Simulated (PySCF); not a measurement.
Delta-SCF ions had no search for a lower state. Excitations are Tamm–Dancoff values on a coarser integration grid. The basis has no diffuse functions, so Rydberg states are missing or too high.

Z-matrix (Å, degrees):
```
O
Si 1 1.5087
```
Charge 0, multiplicity 1.

What vertical ionisation energy (Delta-SCF), S1 excitation (TDA) and adiabatic ionisation energy (no zero-point term) does PySCF with PBE0-D4/def2-TZVP give?


vertical ionisation energy (Delta-SCF): 11.40 eV
S1 excitation (TDA): 5.43 eV
adiabatic ionisation energy (no zero-point term): 11.40 eV
